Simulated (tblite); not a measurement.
C₂H₂O₃ (charge -1 and doublet state).
Z-matrix (Å and degrees, GFN2-xTB geometry), rows numbered from 1:
```
O 
C   1  1.2499
O   2  1.3525  1  127.39
C   3  1.3486  2  121.92  1     0.03
O   4  1.2467  3  122.32  2  -179.93
H   2  1.1003  1  123.84  3   179.90
H   4  1.0993  3  114.13  2     0.03
```

Computed with GFN2-xTB (tblite): harmonic, unscaled wavenumbers at the GFN2-xTB geometry, gas phase. The method is semi-empirical: single wavenumbers can be off by several per cent or more. One conformer, not necessarily the lowest. Open shells enter through the occupations alone, without spin polarisation, and single modes of such species can be off by tens of per cent.

Harmonic wavenumbers (cm⁻¹): 165.2, 204.2, 315.1, 477.8, 508.2, 663.0, 715.4, 983.2, 1015.5, 1330.8, 1343.0, 1593.5, 1609.7, 2785.9, 2824.8.

A = 22922, B = 3056, C = 2696 MHz; mass 74.000 u (most abundant isotopes); point group Cs, symmetry number 1; spin multiplicity 2.

Zero-point energy?

Half the sum of the wavenumbers: 8268 cm⁻¹ = 98.90 kJ/mol.

Give the ideal-gas entropy at 200 K and 1 bar in the rigid-rotor, harmonic-oscillator model (classical rotation).

Translation 154.23, rotation 99.39, vibration 19.34, spin (R ln 2) 5.76: S = 278.7 J/(mol K).

And Cp and H(200 K) − H(0)?

Cp = 63.24 J/(mol K), of which vibrations give 29.98 (their classical limit is 15 R = 124.7); H(200 K) − H(0) = 9.17 kJ/mol without the zero-point energy, 2.52 from vibrations.

Which modes carry the vibrational entropy at 200 K?

165.2 cm⁻¹: 7.35; 204.2 cm⁻¹: 5.83; 315.1 cm⁻¹: 3.09; 477.8 cm⁻¹: 1.22; 508.2 cm⁻¹: 1.02; 663.0 cm⁻¹: 0.41 J/(mol K); the other 9 give 0.42 together.

What must be added to the electronic energy to get the Gibbs energy at 200 K and 1 bar?

ZPE + [H(200 K) − H(0)] − T·S = 98.90 + 9.17 − 55.75 = 52.32 kJ/mol.

Hindered rotation and anharmonicity are outside this model. Other conformers, if any are populated, would add a mixing term that is left out.

The run took under 0.1 s wall on one thread, Arm Neoverse V1 (aarch64), no GPU, shared host with 32 logical CPUs at a one-minute load of 5.6. The figure is for the frequency step alone.
